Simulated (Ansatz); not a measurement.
```yaml
crystal:
  periodic: [false, false, false]
  atoms:
    - {symbol: Ti, position_ang: [-0.000407, 0.000076, -0.120355]}
    - {symbol: O, position_ang: [0.510939, 0.502352, 1.409453]}
    - {symbol: O, position_ang: [-0.501387, -0.504131, 1.412245]}
    - {symbol: F, position_ang: [-1.011138, 1.014143, -1.032470]}
    - {symbol: F, position_ang: [1.004120, -1.012836, -1.040570]}
basis:
  gaussian: {orbitals: def2-TZVP}
hamiltonian: {xc: pbe0}
relax: {f_tol: 0.004, max_steps: 80}
```

```sh
$ ansatz run in.yaml --threads 1 --pin off --events-out ev --progress --plain --max-ram 2176MiB
```

Steps of the relaxation (energy above the last step; positions in Å, forces in eV/Å):

```
5
step 1, 466.3 meV
Ti    0.000    0.000   -0.120   -0.011    0.002   -3.381
O     0.511    0.502    1.409    1.206    1.187    3.097
O    -0.501   -0.504    1.412   -1.185   -1.191    3.103
F    -1.011    1.014   -1.032   -1.681    1.687   -1.402
F     1.004   -1.013   -1.041    1.672   -1.686   -1.416
```

```
5
step 2, 68.6 meV
Ti    0.000    0.000   -0.137   -0.005    0.001   -1.409
O     0.514    0.505    1.448    0.419    0.412    1.135
O    -0.504   -0.507    1.451   -0.411   -0.413    1.138
F    -1.042    1.045   -1.063   -0.551    0.553   -0.430
F     1.035   -1.044   -1.071    0.548   -0.552   -0.434
```

```
5
step 3, 1.0 meV
Ti   -0.001    0.000   -0.151   -0.001    0.000   -0.238
O     0.515    0.506    1.470    0.018    0.017    0.139
O    -0.505   -0.508    1.473   -0.017   -0.017    0.139
F    -1.060    1.063   -1.078   -0.042    0.042   -0.020
F     1.053   -1.062   -1.086    0.042   -0.042   -0.020
```

```
5
step 6, 0.0 meV
Ti   -0.001    0.000   -0.155    0.000    0.000    0.000
O     0.514    0.506    1.472    0.000    0.000    0.000
O    -0.504   -0.507    1.475    0.000    0.000    0.000
F    -1.063    1.067   -1.078    0.000    0.000    0.000
F     1.056   -1.065   -1.086    0.000    0.000    0.000
```

Close pairs at the end: O2–O3 1.437 Å, Ti1–F5 1.766 Å, Ti1–F4 1.766 Å, Ti1–O2 1.780 Å, Ti1–O3 1.780 Å.

A stationary point of restricted PBE0 after 6 steps (its stability towards spin polarisation wasn't tested); no frequencies were run, so it isn't proven a minimum. 58 s on 1 thread of Arm Neoverse V1, shared host.
